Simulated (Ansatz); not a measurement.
A calculation with Ansatz (development build ahead of 0.2.0).

```yaml
crystal:
  periodic: [false, false, false]
  atoms:
    - { symbol: C, position_ang: [-0.80869, -0.27702, -0.07878] }
    - { symbol: C, position_ang: [0.17969, 0.7165, 0.44347] }
    - { symbol: C, position_ang: [0.65099, -0.45918, -0.35217] }
    - { symbol: H, position_ang: [-1.4477, 0.02441, -0.90037] }
    - { symbol: H, position_ang: [-1.28531, -0.94638, 0.6277] }
    - { symbol: H, position_ang: [0.38015, 0.72586, 1.50817] }
    - { symbol: H, position_ang: [0.21347, 1.69561, -0.01904] }
    - { symbol: H, position_ang: [1.00673, -0.28713, -1.36121] }
    - { symbol: H, position_ang: [1.17578, -1.25049, 0.16997] }
basis:
  gaussian: { orbitals: def2-SVP }
total_charge: 1
magnetization:
  spin_polarized: true
  initial_magnetization: 1
hamiltonian:
  xc: hf
output:
  forces: true
```

The input is written out in the form of the current development build from the run's settings.

The run gave:

```yaml
Converged: yes
Total_energy: -116.61328 hartree
Spin_squared_of_the_determinant: 0.773
Stability_test: minimum
```

Forces (eV/Å):
```csv
atom,Fx,Fy,Fz
C1,-6.337,2.754,2.404
C2,-0.255,-1.068,-0.631
C3,7.242,1.046,-0.113
H4,0.327,-0.442,-0.476
H5,0.365,-0.592,-0.244
H6,-0.060,-0.699,0.116
H7,-0.149,-0.202,-0.675
H8,-0.580,-0.320,-0.309
H9,-0.552,-0.477,-0.072
```

Caution: the determinant breaks the point group.
